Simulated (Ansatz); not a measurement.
in.yaml

```yaml
crystal:
  periodic: [false, false, false]
  atoms:
    - {symbol: Al, position_ang: [0.000000, 0.000000, -1.691647]}
    - {symbol: O, position_ang: [0.000000, 0.000000, -0.017177]}
    - {symbol: H, position_ang: [0.000000, 0.000000, 1.708823]}
basis:
  gaussian: {orbitals: 6-31G}
magnetization: {spin_polarized: true, initial_magnetization: 0}
hamiltonian: {xc: {name: PBE}}
output: {orbitals: {seedname: orbitals}}
```

```sh
$ ansatz run in.yaml --threads 1 --pin off --events-out ev --progress --plain --max-ram 2393MiB
```

Output:

```
246 factors; integrals over basis functions are off by at most 2.2e-4 eV
mean field evaluation 1: about -8639.3989 eV, gradient 5.0e1 eV
mean field evaluation 2: about -8481.5975 eV, gradient 1.2e2 eV
mean field evaluation 4: about -8644.0593 eV, gradient 3.1e1 eV
mean field evaluation 8: about -8650.2497 eV, gradient 6.7e0 eV
mean field evaluation 16: about -8650.4868 eV, gradient 2.5e-3 eV
mean field -8650.48675717 eV, -317.8995248156 hartree, gradient 5.5e-6 eV, S^2 0.000000; 1 other end points of the search recorded, 0 dependent functions left out
reference -8650.48678729 eV, -317.8995259222 hartree; 11, 11 occupied and 13, 13 virtual orbitals, 246 factors
Total energy: -8650.48678729 eV, -317.8995259222 hartree
```

Ran on 1 thread of Arm Neoverse V2, shared host: 0.81 s wall, 0.14 GiB peak host memory.
